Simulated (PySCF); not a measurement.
# C4H6O: the cost of one run

Programs: PySCF 2.14.0, with density-fitted response routines of our own. Each step states its level of theory. These are calculated values for one molecule in the gas phase, unless marked as measured. Atoms are numbered from 0 throughout.

## 1. The starting structure

11 atoms, charge 0, multiplicity 1; geometry from: MMFF94s. The atoms were then displaced at random by about 0.03 Å, so the start is not that level's minimum.

Bonds of the start (Å): O0–C1 1.27, C1–C2 1.53, C2–C3 1.37, C3–C4 1.44, C4–C2 1.47, C1–H5 1.09, C2–H6 1.08, C3–H7 1.12, C3–H8 1.17, C4–H9 1.04, C4–H10 1.13.

## 2. Optimising the geometry at PBE0-D3(BJ)/def2-SVP

The job: settings as JSON, then the geometry in Å.

```
{"job": {"xc": "PBE0", "basis": "def2-SVP", "d3": "d3bj", "grid": 1, "shake": 0.03, "kind": "geom"}, "charge": 0, "multiplicity": 1}
O      2.619300    -0.196630     0.155400
C      1.425160    -0.512360     0.466350
C      0.215980    -0.294180    -0.440610
C     -1.026940    -0.307370     0.127450
C     -0.530660     0.967590    -0.336340
H      1.244880    -1.001960     1.421110
H      0.447510    -0.688000    -1.415310
H     -1.859480    -0.730410    -0.495040
H     -1.277380    -0.450010     1.259610
H     -0.892580     1.427960    -1.193370
H     -0.267720     1.699870     0.481630
```

Started as:

```
$ OMP_NUM_THREADS=1 python probes_run.py task.json out
```

One launch serves the whole session: the jobs run in the order shown.

**Question.** How long does this first job take on 1 thread of Arm Neoverse V1, shared host, and how much memory does it need?

About 36 s, with a peak of 0.4 GiB.
